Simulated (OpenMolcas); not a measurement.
**triplet SO2F2: a scaling law for ROMP2**

SO2F2 has 5 atoms, charge 0, and is taken as a triplet. SMILES of the parent species: `O=S(=O)(F)F`. The shape is that of a PBE0-D4/def2-TZVP optimisation. That shape belongs to the parent species and isn't relaxed for this state.

ROMP2, 9 core orbitals frozen, energy, OpenMolcas 26.06, on 1 thread of Arm Neoverse V2, shared host. N is the number of basis functions, t the processor time.

```
          basis    N  t (s)   ln N   ln t
         STO-3G   29    3.4  3.367  1.224
          3-21G   49    5.6  3.892  1.723
       6-31G(d)   74     14  4.304  2.639
    6-311G(d,p)   98     43  4.585  3.761
  6-311++G(d,p)  118     69  4.771  4.234
6-311++G(2d,2p)  143      ?  4.963      ?
```

Q: Fit t = C·Nᵖ to the known rows and estimate the time in 6-311++G(2d,2p).

A: 
1. Means of the 5 rows: ln N = 4.18380, ln t = 2.7162.
2. Σ(Δln N)² = 1.2725, Σ(Δln N·Δln t) = 2.8098, so the slope is 2.8098/1.2725 = 2.2081.
3. Intercept: 2.7162 − (2.2081) × 4.18380 = -6.5220. The largest residual of the fit is 0.349.
4. ln t = -6.5220 + 2.2081 × 4.963, so t ≈ 85 s.

The run took 130 s, so the estimate is too short by a factor of about 1.5. The fitted power is 2.2, with the electron count fixed. The times don't lie on a line: the count of functions alone doesn't set the cost here, and shared hosts add noise. Fixed start-up costs flatten the line at the short runs, so it runs low for the long one.
